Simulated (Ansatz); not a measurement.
SiHO, doublet: from triple and quadruple zeta to the limit

```xyz
3

Si    0.0000   -0.1016    0.5148
O     0.0000    0.1077   -0.9938
H     0.0000    1.1216    1.4308
```

Connectivity, by distances: SiH–O.

Ansatz 0.2.0, UHF determinant, valence electrons correlated. Energies in eV.

| set | X | functions | Hartree–Fock | MP2 correlation | CCSD(T) correlation | time |
| --- | --- | --- | --- | --- | --- | --- |
| def2-TZVPP | 3 | 87 | -9915.0682 | -9.1975 | -9.8528 | 21 s on 1 × NVIDIA H100 80GB HBM3 with 1 thread of AMD EPYC 7R13 Processor (Zen 3), on a shared host |
| def2-QZVPP | 4 | 157 | -9915.4218 | -9.9158 | -10.5130 | 35 s on 1 × NVIDIA H100 80GB HBM3 with 1 thread of AMD EPYC 7R13 Processor (Zen 3), on a shared host |

Hartree–Fock is taken to follow E(X) = E∞ + A·exp(−7.88·√X), correlation E(X) = E∞ + B·X^−2.97.

Question: Work out the CCSD(T) energy at the limit, and how far the shortcut misses it that extrapolates MP2 and adds CCSD(T) minus MP2 from the smaller set.

Answer: Hartree–Fock: E∞ = E4 + 0.1377·(E4 − E3) = -9915.4706. Correlation: E∞ = E4 + 0.7407·(E4 − E3) = -11.0021 for CCSD(T) and -10.4479 for MP2. The limit is -9926.4726 eV, 0.538 eV below def2-QZVPP. The shortcut gives a correlation energy of -10.4479 + (-0.6553) = -11.1032, 101 meV lower than the direct value.

Past Ne part of the Hartree–Fock step between the two sets comes from the cores, which don't follow the formula, so the 49 meV that it adds to the total can overshoot; that part largely cancels in differences.
